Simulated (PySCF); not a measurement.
## Basis and Hamiltonian dependence of the ionisation energy of He

He 1s2 (1S) → He⁺ 1s1 (2S). All values are computed (PySCF 2.14, energy differences of UHF-based or UKS calculations, no spin-orbit coupling). Values in eV.

| basis | Hamiltonian | functions | UHF | LDA | PBE0 | MP2 (valence) | CCSD(T) (valence) |
| --- | --- | --- | --- | --- | --- | --- | --- |
| 6-31G* | non-relativistic | 2 | 23.444 | 24.228 | n/a | 23.749 | 23.852 |
| cc-pVDZ-DK | spin-free X2C | 5 | 23.443 | n/a | 24.395 | 24.146 | 24.326 |
| def2-SVP | non-relativistic | 5 | 23.444 | n/a | n/a | 24.125 | 24.308 |
| cc-pVDZ | non-relativistic | 5 | 23.444 | 24.228 | 24.395 | 24.146 | 24.326 |
| def2-TZVP | non-relativistic | 6 | 23.450 | n/a | 24.439 | 24.176 | 24.349 |
| x2c-TZVPall | spin-free X2C | 6 | 23.449 | n/a | n/a | 24.176 | 24.349 |
| aug-cc-pVDZ-DK | spin-free X2C | 9 | 23.438 | 24.284 | 24.430 | 24.172 | 24.359 |
| pcseg-2 | non-relativistic | 14 | 23.476 | n/a | 24.466 | 24.370 | 24.532 |
| x2c-TZVPPall with one added diffuse shell each of s, p type | spin-free X2C | 18 | 23.450 | 24.301 | 24.450 | 24.358 | 24.518 |
| aug-cc-pVTZ-DK | spin-free X2C | 23 | 23.463 | 24.308 | 24.456 | 24.378 | 24.536 |
| dyall-acv3z | spin-free X2C | 29 | 23.447 | 24.303 | 24.448 | 24.377 | 24.534 |
| dyall-acv3z | non-relativistic | 29 | 23.448 | 24.303 | 24.448 | 24.377 | 24.534 |
| def2-QZVPPD | non-relativistic | 33 | 23.451 | 24.303 | 24.450 | 24.415 | 24.562 |

Question: Estimate the row for aug-cc-pV5Z (non-relativistic, 80 functions).

Answer: From the rows with the same Hamiltonian and similar size; the calculation gives UHF 23.45; LDA 24.30; PBE0 24.45; MP2 (valence) 24.44; CCSD(T) (valence) 24.58 (eV).

Frozen in the all-electron rows: valence: nothing.

At CCSD(T) (valence), 6-31G* lies more than 0.3 eV from the median of the rows with comparable relativity.

Reference for a calculation without spin-orbit coupling: 24.587 eV (measured, between term centres; NIST).
